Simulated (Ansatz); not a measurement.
Basis-set extrapolation for `COC1=C(F)C1` (PBE0-D4/def2-TZVP geometry, frozen core, the Gaussian-basis code of Ansatz). Multiplicity 1, RHF reference.

```json
{"": "HF", "def2-TZVPP": "-328.677334", "def2-QZVPP": "-328.691969"}
{"": "MP2 correlation", "def2-TZVPP": "-1.127339", "def2-QZVPP": "-1.211164"}
{"": "CCSD(T) correlation", "def2-TZVPP": "-1.201014", "def2-QZVPP": "not run"}
```

Energies in hartree. Use E(X) = E(∞) + A·exp(−7.88·√X) for Hartree–Fock and E(X) = E(∞) + B·X^(−2.97) for correlation, with X = 3 and 4, and add CCSD(T) minus MP2 of the smaller set to the MP2 limit.

Problem. What is the CCSD(T) energy at the basis-set limit?

Solution. HF limit: -328.691969 + (-0.014635) × 0.13774 = -328.69398. MP2 limit: -1.211164 + (-0.083825) × 0.74074 = -1.27326. Higher-order term: -1.201014 − (-1.127339) = -0.07367. Total: -330.04091 hartree, 426.8 kJ/mol below CCSD(T)/def2-TZVPP.
